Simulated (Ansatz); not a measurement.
## Other spins and charges of AsF, triplet at one geometry

Geometry (PBE0/def2-TZVP stationary point for this spin):

```xyz
2

F     0.0000    0.0000    0.0000
As    0.0000    0.0000    1.7412
```

Basis cc-pVDZ; Ansatz 0.2.0. Only valence electrons are correlated (noble-gas cores and the filled d shells of p-block atoms frozen). R marks a restricted (for open shells ROHF) determinant, U an unrestricted one. Active spaces: valence = (12e, 8o) chosen from the atoms' valence shells. No spin–orbit coupling is included, and no scalar relativity.

Gaps are energies of the second state less the first, at fixed atoms, for a selection of the levels run; each method lands on the state that its own search finds for that charge and spin.

Removing an electron, to the doublet: 9.159 eV at UCCSDT(Q).

```tsv
level	gap (eV)	error (meV)
UHF	9.356	197
UCCSD(T)	9.180	21
UCCSDT	9.170	11
NEVPT2 (valence space)	9.246	87
MRCISD+Q (valence space)	9.169	10
SPW92	9.364	205
PBE	9.246	87
PBE0	9.519	360
B3LYP	9.409	250
wB97M-V	9.333	174
```

In so small a basis the reference is far from its limit while semilocal and hybrid functionals are nearer theirs, so the functionals' errors here hold much of the reference's basis and frozen-core error, which can add to them or hide them.

Full CI isn't at hand for all of this; UCCSDT(Q) serves as the reference, and is uncertain by the last step of the cluster series or more. The frozen core follows each run's orbitals, which can shift R against U totals by a few meV for light atoms and by up to 0.1 eV past Ca.
